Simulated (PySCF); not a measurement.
Species: C₅H₆O.
InChI=1S/C5H6O/c1-3-5(2)4-6/h1,6H,2,4H2

Torsions of this conformer, `[CH:1]#[C:2][C:3](=[CH2:4])[CH2:5][OH:6]`: C2–C3–C5–O6 172°, H–O6–C5–C3 -66°.

The closed-shell ground state was solved at several levels (PySCF, density fitting, gas phase, non-relativistic). The structure is a single PBE0-D3(BJ)/def2-SVP conformer in the gas phase; no vibrational or solvent corrections.

| level | basis functions | total energy (Eh) | HOMO (eV) | LUMO (eV) | gap (eV) | dipole (D) |
| --- | --- | --- | --- | --- | --- | --- |
| PBE0/6-31G* | 96 | -268.9304 | -6.81 | -0.47 | 6.34 | 1.33 |
| PBE0/cc-pVTZ | 264 | -269.0397 | -7.08 | -0.86 | 6.22 | 1.16 |
| PBE0/6-311+G(2d,p) | 198 | -269.0246 | -7.15 | -1.01 | 6.14 | 1.25 |
| PBE0/aug-cc-pVDZ | 192 | -268.9801 | -7.13 | -1.00 | 6.13 | 1.18 |
| PBE0/6-31G | 66 | -268.8643 | -6.91 | -0.48 | 6.43 | 1.67 |

(1) What might PBE0/pcSseg-0 (66 basis functions) give for the same quantities?

(2) How much does the basis alone move the frontier levels among the 6 PBE0 rows (the withheld one included)?

(3) How far do the dipole and the HOMO energy spread over the levels?

## Answers

(1) Total energy -268.3307 Eh, HOMO -7.21 eV, LUMO -0.77 eV, gap 6.44 eV, dipole 1.67 D.

(2) The HOMO by 0.40 eV and the LUMO by 0.54 eV. By rising basis size (HOMO, LUMO in eV): 6-31G -6.91, -0.48; pcSseg-0 -7.21, -0.77; 6-31G* -6.81, -0.47; aug-cc-pVDZ -7.13, -1.00; 6-311+G(2d,p) -7.15, -1.01; cc-pVTZ -7.08, -0.86.

(3) The dipole runs from 1.16 to 1.67 D (mean 1.38 D) and the HOMO from -7.21 to -6.81 eV.
